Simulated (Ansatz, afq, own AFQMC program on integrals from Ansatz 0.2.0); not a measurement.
AlB⁺, doublet in aug-cc-pVDZ, levels against full CI

```yaml
atoms:
  - { symbol: B, position_ang: [0.0000, 0.0000, 0.0000] }
  - { symbol: Al, position_ang: [0.0000, 0.0000, 2.0234] }
```

Basis aug-cc-pVDZ. Noble-gas cores (and the filled d shells of Ga–Kr and In–Xe) are frozen. Integrals, coupled cluster, full CI and functionals: Ansatz 0.2.0; the random walks run on the same integrals in our own AFQMC program. The CISD trial takes its coefficients from CCSD amplitudes. Released means that phaseless walkers are propagated on without the constraint, phases kept. Uncertainties: one standard error, sampling alone.

Determinant: UHF, the one that the program's search chose, which needn't be the lowest solution. The geometry is a PBE0/def2-TZVP stationary point of this or a neighbouring charge and spin state.

Full CI on the same integrals is exact in this basis and with this determinant's frozen core.

Cautions: strong correlation (T1 0.113, weight of the determinant 0.74, largest double 0.21); (T) is large, 6 % of the CCSD correlation; unrestricted determinant spin contaminated (⟨S²⟩ 1.52 against 0.75); CCSD(T) is in doubt: in a space of 5 electrons in 8 natural orbitals full CI lies 83 meV below it; the released energies are still falling, so no released level is given (meV from the phaseless value at times in 1/Eh: -8 ± 3 at 0.24, -15 ± 3 at 0.51, -18 ± 5 at 0.99, -34 ± 4 at 1.62, -39 ± 4 at 2.40).

* T1 diagnostic: 0.1131
* weight of the determinant in the CISD state: 0.742
* ⟨S²⟩ of the determinant: 1.518
* size of the correlated space: 5 electrons in 44 orbitals

Reference: full CI, correlation energy -2.786 eV. The cautions show a poor starting determinant, so the rows tell how each method copes with it here, and full CI is the sure value.

```csv
level,E − E(reference) (kJ/mol),share of correlation (%)
HF,268.8,0.00
MP2,123.6,54.02
CCSD,28.3,89.46
CCSD(T),12.8,95.25
CCSDT,1.5,99.45
CCSDT(Q),0.0,100.00
ph-AFQMC/CISD,4.6 ± 0.3,98.28
```

CCSDT and higher add their correlation energy to the determinant of the CCSD(T) run, since their own runs factorise the integrals more tightly (a shift of under 2 meV). A walk keeps the symmetry of its determinant, which the program's search chose and which needn't be the lowest solution, so a lower state of the same spin and another symmetry isn't excluded.
